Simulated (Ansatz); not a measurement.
# HCGe, quartet: reading a ladder of total energies

Geometry: a PBE0/def2-TZVP stationary point for this spin, not checked as a minimum.

```yaml
atoms:
  - { symbol: Ge, position_ang: [0.0000, 0.0140, 0.3105] }
  - { symbol: C, position_ang: [0.0000, -0.1369, -1.6710] }
  - { symbol: H, position_ang: [0.0000, 0.6198, -2.4658] }
```

Basis cc-pVDZ; Ansatz 0.2.0. Correlated methods freeze the noble-gas cores and the filled d shells of p-block atoms, which leaves 9 electrons in 31 orbitals. R marks a restricted (for open shells ROHF) determinant, U an unrestricted one. No spin–orbit coupling is included, and no scalar relativity.

Full CI isn't at hand for all of this; UCCSDT(Q) serves as the reference, and is uncertain by about the last step of the cluster series.

Runs differ by some tens of microhartree through their thresholds and, for an open shell, their frozen cores, so steps under 0.03 kcal/mol mean nothing.

```tsv
level	total energy (hartree)
UHF	-2113.650916
UMP2	-2113.788868
UCCSD	-2113.822212
UCCSD(T)	-2113.827015
UCCSDT	-2113.828249
UCCSDT(Q)	-2113.828573
```

Problem. What is the correlation energy at UCCSDT(Q), and what share of it do UMP2 and UCCSDT recover?

Solution. E(corr) = -2113.828573 − (-2113.650916) = -0.177657 hartree = -4.834 eV. UMP2: -0.137952 / -0.177657 = 77.65 %. UCCSDT: -0.177333 / -0.177657 = 99.82 %.

Problem. By how many kcal/mol does UCCSD(T) miss UCCSDT(Q) (1 hartree = 627.509 kcal/mol), and which steps make up the rest?

Solution. -2113.827015 − (-2113.828573) = 0.001558 hartree = 0.98 kcal/mol. Steps: UCCSDT − UCCSD(T) = -0.77, UCCSDT(Q) − UCCSDT = -0.20 kcal/mol. Differences between like states or geometries often cancel part of this.
